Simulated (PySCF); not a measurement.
fluoromethane (CH3F), SMILES FC. Atoms are numbered in the order given.

```xyz
5

C      0.0000     0.0000     0.6348
F      0.0000     0.0000    -0.7523
H      0.8952     0.5169     0.9873
H     -0.8952     0.5169     0.9873
H      0.0000    -1.0337     0.9873
```

Geometry: r2SCAN-D4/def2-TZVP.

Level of theory: B3LYP/def2-TZVPD (PySCF).

| Property | Value |
|---|---|
| total energy | -139.80885 hartree |
| point group | C3v |
| highest occupied level | -9.66 eV |
| lowest empty level | 0.19 eV |
| orbital gap | 9.85 eV |
| dipole moment | 1.85 D |
| quadrupole, principal values (traceless, Buckingham form, about the centre of nuclear charge) | -0.85, 0.42, 0.42 D·Å |
| mean static polarisability | 17.3 bohr³ (2.56 Å³) |
| polarisability, principal values | 16.8, 16.8, 18.3 bohr³ |
